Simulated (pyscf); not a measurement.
## Four-centre exchange: H₂N–CH₂–Al [singlet] + hydrogen (H₂) -> AlH [singlet] + methylamine (H₃C–NH₂)

Gas phase, singlet surface, charge 0. Bonds broken: Al1–C2, H3–H7. Bonds formed: Al1–H7, C2–H3. PySCF, gas phase, ωB97X-D3(BJ)/def2-SVP geometries.

Transition state (Å):

```xyz
9

Al     0.9387     1.2719     0.1176
C      0.7462    -0.8690     0.7648
H      1.3522     0.2692     1.5901
H      0.7954    -1.5485     1.6289
H      0.9391    -1.4508    -0.1462
N     -0.5536    -0.1562     0.6785
H      1.1880     1.1733     1.9506
H     -1.1860    -0.5084    -0.0374
H     -1.0578    -0.1120     1.5611
```

One imaginary mode, 1173i cm⁻¹; descent along it reached the two sides named, in the forms told below.

```
bond    change  reactant side (Å)  saddle  product side
------  ------  -----------------  ------  ------------
Al1–C2  breaks              2.021   2.245           3.1
H3–H7   breaks              0.761   0.987         2.566
Al1–H7   forms                3.3   1.853         1.673
C2–H3    forms                3.2   1.531         1.099
```

Electronic energies relative to the separated reactants (eV):

| level | barrier | reaction energy | reverse barrier |
|---|---|---|---|
| ωB97X-D3(BJ)/def2-TZVP | 0.80 | +0.06 | 0.74 |
| PBE/def2-TZVP | 0.50 | +0.07 | 0.43 |
| r²SCAN/def2-TZVP | 0.56 | +0.12 | 0.44 |
| B3LYP-D3(BJ)/def2-TZVP | 0.76 | -0.04 | 0.79 |
| PBE0-D3(BJ)/def2-TZVP | 0.57 | +0.02 | 0.54 |
| M06-2X/def2-TZVP | 0.80 | +0.12 | 0.68 |
| ωB97M-D3(BJ)/def2-TZVP | 0.74 | -0.04 | 0.78 |
| HF/def2-TZVP | 1.35 | -0.47 | 1.82 |

With ωB97M-D3(BJ)/def2-TZVP energies and thermal terms (ideal gas, 1 atm, RRHO with modes under 100 cm⁻¹ raised to 100, one conformer, R ln 2 for chiral ones without a mode under 150 cm⁻¹), in eV:

| T (K) | ΔH‡ | ΔG‡ | ΔH | ΔG |
|---|---|---|---|---|
| 298 | 0.81 | 1.21 | +0.08 | +0.04 |
| 600 | 0.76 | 1.63 | +0.03 | +0.01 |
| 900 | 0.74 | 2.07 | -0.01 | +0.01 |
| 1200 | 0.74 | 2.52 | -0.03 | +0.02 |

On the reactant side the descent ends in an adduct with a Al–N contact, 0.04 eV under the separated species and 0.84 eV under the saddle at ωB97X-D3(BJ)/def2-TZVP. On the product side the descent ends in an adduct with a Al–N contact, 0.88 eV under the separated species and 1.62 eV under the saddle at ωB97X-D3(BJ)/def2-TZVP. At the saddle there is also a short Al–H contact that neither side keeps. H₂N–CH₂–Al [singlet] is closed by a dative Al–N contact. One saddle was located; it need not be the lowest between these sides.
